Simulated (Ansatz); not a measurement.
A nudged elastic band was laid between two geometries of H2 + H5NSi (9 atoms, charge 0, multiplicity 1).

Computed with Ansatz, RKS PBE/6-31G*.

```
movable images  : 7
climbing image  : yes
spring          : 5.0 eV/Å²
optimiser       : quadratic models (default)
start path      : through a guess of the saddle point
force threshold : 0.5 eV/Å
iteration limit : 60
end points      : relaxed
```

Initial state:

```xyz
9
Properties=species:S:1:pos:R:3
Si -0.220 0.611 -0.009
N 0.164 0.342 1.675
H -0.491 -0.203 2.240
H 1.123 0.090 1.917
H 0.790 1.583 -0.545
H -1.598 1.204 -0.068
H -0.215 -0.586 -0.933
H 1.177 -3.112 2.047
H 0.920 -2.431 1.855
```

Final state:

```xyz
9
Properties=species:S:1:pos:R:3
Si 0.370 0.111 -0.378
N -0.020 -0.701 2.309
H -0.975 -1.033 2.490
H 0.151 0.056 2.981
H 0.570 0.550 -1.813
H 0.469 1.360 0.441
H -0.991 -0.511 -0.335
H 1.470 -0.865 -0.095
H 0.605 -1.470 2.579
```

**Question.** Which bonds break or form, and what moves?

**Answer.** Bonds broken: Si1–N2, H8–H9. Bonds formed: Si1–H8, N2–H9. H2 + H5NSi becomes H3N + H4Si.

**Question.** Give the energies along the band, and the barrier.

**Answer.** It converged. The highest image is number 5 of 0 to 8, 41.7 kcal/mol above the first end and 41.4 kcal/mol above the last; the last end lies 0.3 kcal/mol above the first. The threshold of 0.5 eV/Å is loose, so the images may lie well off the minimum-energy path. Beside the main top the profile has a ripple of under 15 meV (maxima at images 2, 5), which may be a very shallow well or noise. Neighbouring images differ by up to 1.5 eV, so the band resolves the path poorly. The order of the stationary point at the top wasn't checked. The orbitals stay closed-shell, which can raise the energy where a bond breaks towards radicals; this wasn't checked here.

```json
{"image": "0", "path coordinate (Å)": "0.00", "energy (kcal/mol)": "0.0", "Si1–N2 (Å)": "1.75", "H8–H9 (Å)": "0.75", "Si1–H8 (Å)": "4.48"}
{"image": "1", "path coordinate (Å)": "0.95", "energy (kcal/mol)": "0.1", "Si1–N2 (Å)": "1.75", "H8–H9 (Å)": "0.75", "Si1–H8 (Å)": "4.08"}
{"image": "2", "path coordinate (Å)": "1.91", "energy (kcal/mol)": "0.5", "Si1–N2 (Å)": "1.75", "H8–H9 (Å)": "0.75", "Si1–H8 (Å)": "3.80"}
{"image": "3", "path coordinate (Å)": "2.86", "energy (kcal/mol)": "0.3", "Si1–N2 (Å)": "1.74", "H8–H9 (Å)": "0.75", "Si1–H8 (Å)": "3.54"}
{"image": "4", "path coordinate (Å)": "3.81", "energy (kcal/mol)": "7.2", "Si1–N2 (Å)": "1.77", "H8–H9 (Å)": "0.77", "Si1–H8 (Å)": "2.64"}
{"image": "5", "path coordinate (Å)": "4.76", "energy (kcal/mol)": "41.7", "Si1–N2 (Å)": "1.90", "H8–H9 (Å)": "1.20", "Si1–H8 (Å)": "1.90"}
{"image": "6", "path coordinate (Å)": "5.87", "energy (kcal/mol)": "17.4", "Si1–N2 (Å)": "2.28", "H8–H9 (Å)": "1.99", "Si1–H8 (Å)": "1.54"}
{"image": "7", "path coordinate (Å)": "6.97", "energy (kcal/mol)": "2.2", "Si1–N2 (Å)": "2.66", "H8–H9 (Å)": "2.50", "Si1–H8 (Å)": "1.50"}
{"image": "8", "path coordinate (Å)": "8.08", "energy (kcal/mol)": "0.3", "Si1–N2 (Å)": "2.83", "H8–H9 (Å)": "2.88", "Si1–H8 (Å)": "1.50"}
```

**Question.** What is the geometry of the highest image?

**Answer.** 
```xyz
9
Properties=species:S:1:pos:R:3
Si 0.041 -0.044 0.119
N 0.176 -0.302 1.998
H -0.712 -0.442 2.496
H 0.733 0.408 2.496
H 1.253 0.530 -0.547
H -0.857 1.199 0.259
H -0.848 -0.969 -0.659
H 1.060 -1.616 0.447
H 0.803 -1.267 1.569
```

Run time: 93 s on 1 thread of Arm Neoverse V2 (shared host), peak memory 0.089 GiB.
